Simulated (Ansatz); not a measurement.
Born–Oppenheimer molecular dynamics of AlH3 (4 atoms, charge 0, multiplicity 1). It starts at the highest image of a converged band, a first-order saddle point between two minima.

Method: RKS r2SCAN/def2-SVP (Ansatz 0.2.0).

```json
{
  "ensemble": "NVE (velocity Verlet)",
  "time step": "0.5 fs",
  "steps asked": "200",
  "starting velocities drawn for": "300 K",
  "seed": "8751"
}
```

First frame:

```xyz
4
Properties=species:S:1:pos:R:3
Al -0.273 0.000 0.613
H 1.151 0.000 1.322
H 1.358 0.000 -0.111
H -0.667 0.000 -0.917
```

Q: How far do the bonds stretch over the last three quarters of this one trajectory? (Pairs bonded in most of those frames.)

A: 
```tsv
bond	mean (Å)	spread (Å)	shortest	longest
Al1–H4	1.671	0.036	1.62	1.72
H2–H3	0.798	0.100	0.64	0.93
```

Mean temperature of the second half: 3706 K. The conserved energy stayed within 2.7 meV per atom of its start (net change -1.1 meV per atom), so the integration is sound. The kinetic energy rose, since the run started high on the potential surface and went downhill. It ends in pieces (AlH + H2), so much of that is their flight and rotation, not heat. A run of 0.1 ps of so small a system gives no equilibrium averages. The orbitals stay closed-shell, which can raise the energy where a bond breaks towards radicals; this wasn't checked here.

Run time: 2.3 min on 1 thread of Arm Neoverse V1, on a shared host, peak memory 0.083 GiB.
